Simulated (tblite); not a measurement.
Start geometry of `C#CP1(=S)C=C1` from a force field or distance geometry (Å):
```
atom  x, y, z in Å
C1     2.3377   -0.5190    0.4952
C2     1.3076    0.0021    0.1030
P3    -0.2037    0.7725   -0.4666
S4    -0.1469    1.2586   -2.3425
C5    -1.4651    0.5661    0.6454
C6    -1.2862   -0.5150   -0.0748
H7     3.2336   -0.9711    0.8232
H8    -2.1033    0.9158    1.4206
H9    -1.6600   -1.5041   -0.2014
```

**Question.** What comes out of this run: GFN2-xTB geometry optimisation, gas phase (tblite)?

**Answer.** 
```
atom  x, y, z in Å
C1     2.4600   -0.4203    0.4910
C2     1.3573   -0.1224    0.1138
P3    -0.1425    0.4332   -0.6178
S4    -0.0291    1.4798   -2.2461
C5    -1.4318    0.4839    0.6498
C6    -1.4966   -0.6360   -0.0748
H7     3.3979   -0.7116    0.8673
H8    -1.9782    0.9955    1.4165
H9    -2.1236   -1.4963   -0.1977
```

The energy falls by 14.8 kcal/mol over 47 L-BFGS steps, the largest force on an atom goes from 5.47 to 0.007 eV/Å, and the atoms move by 0.270 Å rms after alignment. The bond that changes most is P3–C5 (ends: phosphorus bonded to 3 C and S; alkene CH carbon), which lengthens by 0.115 Å. Bonds longer at the end by more than 0.005 Å: 5 of 9; shorter: 2. Among the angles that change most is S4–P3–C6, from 115.1° to 127.9°. Among the dihedrals that turn most is S4–P3–C5–H8, from -95° to -64°. Rotational constants go from 3323, 2318, 1510 to 3015, 2339, 1430 MHz. The orientation of the end geometry is arbitrary; only internal coordinates are fixed.

Hardware: an Arm Neoverse V1 with one thread (shared host). Cost: 0.25 s of wall time.

Its GFN2-xTB frequencies are all real (lowest 99 cm⁻¹).

These are computed values.
